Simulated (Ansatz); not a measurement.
Ansatz (a program for electronic structure) input (SVWN5/6-31G*):

Ansatz 0.2 input:
```yaml
crystal:
  periodic: [false, false, false]
  atoms:
    - {symbol: B, position_ang: [-0.00269306, 0.50230670, -0.01136945]}
    - {symbol: F, position_ang: [1.14286566, -0.13323795, 0.01059612]}
    - {symbol: F, position_ang: [-1.14136952, -0.14582133, -0.00427976]}
basis:
  gaussian:
    orbitals: 6-31G*
hamiltonian:
  xc: {name: SVWN5}
magnetization: {spin_polarized: true, initial_magnetization: 1}
output: {forces: true}
```

Problem. What final total energy does it give?

Solution. -223.01487 Eh.
